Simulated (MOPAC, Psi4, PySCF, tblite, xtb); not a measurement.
Dimer H2O ··· CH4O (SMILES O and CO) at R = 3.91 Å between the centres of mass, closest contact 2.70 Å (a random orientation, not optimised). Geometry in Å and degrees:

```
O
H 1 0.9621
C 1 1.4207 2 108.71
H 3 1.0890 1 106.79 2 -179.95
H 3 1.0957 4 108.35 1 121.03
H 3 1.0957 4 108.35 5 117.94
O 2 2.6983 1 165.27 3 -101.44
H 7 0.9627 2 82.02 1 27.81
H 7 0.9627 8 105.25 2 -105.86
```

Levels of theory: GFN2-xTB (tblite); SAPT0/jun-cc-pVDZ, frozen core (Psi4); BLYP/def2-TZVP, counterpoise-corrected (Psi4); BLYP-D3(BJ)/def2-TZVP, counterpoise-corrected (Psi4); PBE/def2-TZVP, counterpoise-corrected (Psi4); PBE-D3(BJ)/def2-TZVP, counterpoise-corrected (Psi4); HF/aug-cc-pVDZ, counterpoise-corrected (Psi4); MP2/aug-cc-pVDZ = DF-MP2/aug-cc-pVDZ, frozen core, counterpoise-corrected (Psi4); SCS-MP2/aug-cc-pVDZ = DF-SCS-MP2/aug-cc-pVDZ, frozen core, counterpoise-corrected (Psi4); PM6, restricted, heats of formation (MOPAC); PM7, restricted, heats of formation (MOPAC); GFN1-xTB (xtb); RKS-B3LYP/6-31G* = restricted B3LYP/6-31G*, spherical d, no counterpoise correction run with PySCF; RKS-B3LYP/LANL2DZ = restricted B3LYP/LANL2DZ, no counterpoise correction in PySCF 2.14.0; RHF/3-21G = restricted Hartree-Fock/3-21G, no counterpoise correction (PySCF 2.14.0); RHF/STO-3G = restricted Hartree-Fock/STO-3G, no counterpoise correction (PySCF 2.14.0).

**Question.** What interaction energy does each level give?

**Answer.** 
```tsv
method	E_int / kJ/mol
RKS-B3LYP/6-31G*	-14.29
RHF/3-21G	-13.31
PBE-D3(BJ)/def2-TZVP	-10.52
RKS-B3LYP/LANL2DZ	-10.18
BLYP-D3(BJ)/def2-TZVP	-9.28
PBE/def2-TZVP	-9.05
PM7	-7.95
MP2/aug-cc-pVDZ	-7.78
SCS-MP2/aug-cc-pVDZ	-7.16
GFN1-xTB	-6.84
BLYP/def2-TZVP	-6.81
SAPT0/jun-cc-pVDZ	-6.76
HF/aug-cc-pVDZ	-5.72
GFN2-xTB	-5.24
RHF/STO-3G	-3.03
PM6	-2.38
```
